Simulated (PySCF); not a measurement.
# C4H12NP: full NMR table

* Formula: C4H12NP
* SMILES: CN(C)P(C)C
* InChI: InChI=1S/C4H12NP/c1-5(2)6(3)4/h1-4H3
* Point group of the computed structure: Cs
* Carbon signals: 2
* Proton signals: 2

Molfile (atoms numbered from 1):
```
C4H12NP
     RDKit          3D

 18 17  0  0  0  0  0  0  0  0999 V2000
   -1.8387    0.6380    0.1979 C   0  0  0  0  0  0  0  0  0  0  0  0
   -0.6919   -0.1587   -0.2039 N   0  0  0  0  0  0  0  0  0  0  0  0
   -1.1322   -1.5031   -0.5359 C   0  0  0  0  0  0  0  0  0  0  0  0
    0.6597   -0.0947    0.9126 P   0  0  0  0  0  0  0  0  0  0  0  0
    1.1011    1.6832    0.6135 C   0  0  0  0  0  0  0  0  0  0  0  0
    1.9245   -0.8109   -0.2418 C   0  0  0  0  0  0  0  0  0  0  0  0
   -2.5222    0.7077   -0.6515 H   0  0  0  0  0  0  0  0  0  0  0  0
   -1.5208    1.6421    0.4668 H   0  0  0  0  0  0  0  0  0  0  0  0
   -2.3882    0.2034    1.0424 H   0  0  0  0  0  0  0  0  0  0  0  0
   -0.2805   -2.1156   -0.8206 H   0  0  0  0  0  0  0  0  0  0  0  0
   -1.8130   -1.4402   -1.3880 H   0  0  0  0  0  0  0  0  0  0  0  0
   -1.6629   -1.9968    0.2880 H   0  0  0  0  0  0  0  0  0  0  0  0
    2.1523    1.8184    0.8620 H   0  0  0  0  0  0  0  0  0  0  0  0
    0.9307    1.9388   -0.4310 H   0  0  0  0  0  0  0  0  0  0  0  0
    0.5198    2.3409    1.2569 H   0  0  0  0  0  0  0  0  0  0  0  0
    1.7274   -0.4791   -1.2599 H   0  0  0  0  0  0  0  0  0  0  0  0
    1.9188   -1.8983   -0.1966 H   0  0  0  0  0  0  0  0  0  0  0  0
    2.9075   -0.4687    0.0773 H   0  0  0  0  0  0  0  0  0  0  0  0
  1  2  1  0
  2  3  1  0
  2  4  1  0
  4  5  1  0
  4  6  1  0
  1  7  1  0
  1  8  1  0
  1  9  1  0
  3 10  1  0
  3 11  1  0
  3 12  1  0
  5 13  1  0
  5 14  1  0
  5 15  1  0
  6 16  1  0
  6 17  1  0
  6 18  1  0
M  END
```

[PySCF 2.14.0 with density-fitted response routines: PBE0/pcSseg-1 with gauge-including orbitals; GFN2-xTB structure; a single conformation; in vacuum; averaged over atoms made equivalent by symmetry, fast rotation or ring inversion; relativity neglected]

Scale: 1H, 13C vs TMS; 31P vs H3PO4; 15N against NH3 (reference shieldings calculated alike).

```tsv
carbon	δC, type	δH (multiplicity)	HMBC from (2–3 bonds)	span of the C tensor (ppm)
C1/C3	42.7, CH3	2.29 (m)	H7/H8/H9/H10/H11/H12	68
C5/C6	22.0, CH3	1.21 (m)	H13/H14/H15/H16/H17/H18	41
```

Other nuclei:
```
atoms  nucleus                  environment  δ (ppm)  σ (ppm)
   P4      31P  phosphorus bonded to 2 C, N     37.1    281.2
   N2      15N    nitrogen bonded to 2 C, P     46.7    221.0
```

δC 42.7: methyl carbon bonded to N; pulled downfield by the heteroatom. δC 22.0: methyl carbon bonded to P. δH 2.29: hydrogen on a methyl carbon bonded to N; its carbon carries N, which withdraws density. δH 1.21: hydrogen on a methyl carbon bonded to P.

Splittings by 31P in the carbon and heteronuclear signals aren't shown, as no couplings were computed. Shifts are as computed. Against solution values, carbons near 30 ppm lie about +3 ppm off and those near 130 ppm about +5 ppm. Of 1211 compounds with measured shifts, 218 miss one by over three times the rms of a fit or turn the order of signals round; such compounds aren't used in these exercises. Experimental scales use liquid or dissolved standards, which lie at an offset from isolated NH3 (liquid NH3: subtract about 20 ppm) and H3PO4. Multiplicities follow the n + 1 count of equivalent neighbours, as no J values were calculated; m marks all less simple cases, F and P coupling included.
